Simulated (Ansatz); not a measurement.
# AlH3OS: comparison of dispersion corrections, by script

Wanted for AlH3OS: a comparison of dispersion corrections. SMILES: [OH][AlH][SH].

Computed with Ansatz 0.2.0, driven from Python. The levels of theory stand in the script.

### 1 The system

Bond lengths: O1–Al2 1.821 Å, Al2–S3 2.248 Å, O1–H4 1.002 Å, Al2–H5 1.610 Å, S3–H6 1.419 Å. Angles: O1–Al2–S3 119.2°, O1–Al2–H5 120.0°, S3–Al2–H5 120.8°, Al2–O1–H4 99.3°, Al2–S3–H6 92.3°.

The script holds or builds the structure itself.

### 2 Script

File alh3os.py:

```python
"""Dispersion corrections for AlH3OS."""

import ansatz

BASIS_SET = "def2-SVP"

geometry_ang = [
    ("O", (-1.1825, -0.9899, -0.8237)),
    ("Al", (0.1024, 0.2238, -0.3835)),
    ("S", (0.6128, 0.5433, 1.7826)),
    ("H", (-1.9788, -0.3821, -0.8416)),
    ("H", (0.8901, 1.0185, -1.5407)),
    ("H", (1.5981, -0.4776, 1.7607)),
]
alh3os = ansatz.Crystal.molecule()
for symbol, xyz in geometry_ang:
    alh3os = alh3os.atom(symbol, xyz)

job = alh3os.calculation().basis(gaussian=BASIS_SET)
for name in ["pbe0", "r2scan"]:
    for correction in ("d3bj", "d4"):
        summary = job.functional(name, dispersion=correction).run(threads=1).report
        print(f"{name:8s} {correction:5s} total {summary['free_energy_ev']:.5f} eV, of which dispersion {1000 * summary['dispersion']['energy']['ev']:.2f} meV")
```

### 3 The run

The run is started by

```sh
> python alh3os.py
```

Standard output:

```text
pbe0     d3bj  total -19513.76688 eV, of which dispersion -86.64 meV
pbe0     d4    total -19513.76152 eV, of which dispersion -81.28 meV
DeckWarning: the engine holds no damping parameters fitted to this dispersion correction and functional, so the run takes those fitted to r2scan beside the three-body term, which d3bj leaves out (hamiltonian.dispersion, under Limitations)
r2scan   d3bj  total -19520.41025 eV, of which dispersion -26.44 meV
r2scan   d4    total -19520.40596 eV, of which dispersion -22.15 meV
```

(Warnings from the package without file and line.)

Wall time 8.3 s (1 thread of Arm Neoverse V2, shared host); peak memory 0.17 GiB.

### 4 Run by run

The 4 runs, in the order started:

```tsv
run	functional	dispersion	energy (eV)	SCF cycles	CPU time (s)
1	pbe0	d3bj	-19513.7669	17	1.3
2	pbe0	d4	-19513.7615	17	1.3
3	r2scan	d3bj	-19520.4102	15	2.6
4	r2scan	d4	-19520.4060	15	2.6
```

Totals hang on functional and potentials, so only runs at one level compare.

### 5 Results

```
         quantity                 value
dispersion energy  -86.64 to -22.15 meV
    runs compared                     4
```

The dispersion term depends on the functional it is damped for, so it isn't a property of the molecule alone. All 4 runs converged, in 15 to 17 cycles. Total energies depend on the basis set; only differences at equal settings carry meaning. The geometry is a force-field or estimated start, not a minimum of this method, and the basis set is short of its limit.
